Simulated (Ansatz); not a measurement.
Antiferromagnetic bcc Cr, treated with B3LYP (VWN-RPA form) (PAW; Ansatz, a program for electronic structure).

Numerical settings: plane-wave cutoff 460 eV, 10×10×10 k mesh, Fermi–Dirac smearing 0.05 eV, spin-polarised with opposed moments, scalar-relativistic PAW data made under PBE.

Cell (relaxed at this level):

```xyz
2
Lattice="3.0566 0.0000 0.0000 0.0000 3.0566 0.0000 0.0000 0.0000 3.0566" Properties=species:S:1:pos:R:3 pbc="T T T"
Cr     0.0000     0.0000     0.0000
Cr     1.5283     1.5283     1.5283
```
Starting moments (μB, in the order of the record's atoms Cr Cr): 1.5 -1.5.

### Question
Predict the bulk modulus B0 and magnetic moment (largest site, within a sphere).

### Answer

bulk modulus B0: 91.4 GPa
magnetic moment (largest site, within a sphere): 3.09 μB

Measured, for comparison: bulk modulus 194 GPa (corrected for temperature and zero-point phonon effects, our sources range from 174 to 205; as tabulated in Levämäki et al. (2014), arXiv:1402.3671). Computed (rounded) less measured: bulk modulus not scored (sources differ).

Note: the cell is over a tenth larger than the published one (another phase or state, or a fault of the published cell, is possible); the commensurate order stands in for chromium's spin-density wave, and the size of the moments varies much between levels; the collinear magnetic order is the start's and need not be the measured one.

Moments are spin moments.

Computing time: about 70 core-minutes (a rough figure).
